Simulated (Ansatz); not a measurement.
Compare A (`C#CCOC=O`) with its isomer B (`OC=C=C1CO1`).

Gas-phase electronic energies from Ansatz, PBE0-D4/def2-TZVP geometries. CCSD(T)/CBS is the MP2 limit (def2-TZVPP, def2-QZVPP) plus CCSD(T) − MP2 in def2-TZVPP, frozen cores. DFT in def2-TZVPP. B3LYP here is the variant with VWN-RPA as its local correlation; programs differ in this. One conformer a species, not always the lowest.

Task: Which isomer does CCSD(T)/CBS put lower? Give the gap. (Estimate.)

Result: Ansatz gave: A, by 36.5 kcal/mol.

Task: Give E(B) − E(A) in kcal/mol with B3LYP-D4, CCSD(T)/def2-TZVPP, MP2/def2-TZVPP, HF/def2-TZVPP, B2PLYP, B3LYP, PBE-D4. (An estimate is asked.)

Result: The calculation gave: B3LYP-D4 33.2, CCSD(T)/def2-TZVPP 37.3, MP2/def2-TZVPP 38.3, HF/def2-TZVPP 45.6, B2PLYP 36.1, B3LYP 32.7, PBE-D4 25.5. None reverses the order clearly.

Largest T1 diagnostic: 0.015.

From PBE to PBE0 (25 % exact exchange), in def2-TZVPP and without D4, E(B) − E(A) moves by +2.8 kcal/mol. In def2-TZVPP, CCSD(T) changes the Hartree–Fock value by −8.3 kcal/mol (the triples alone add −1.1 kcal/mol) and MP2 by −7.3 kcal/mol.
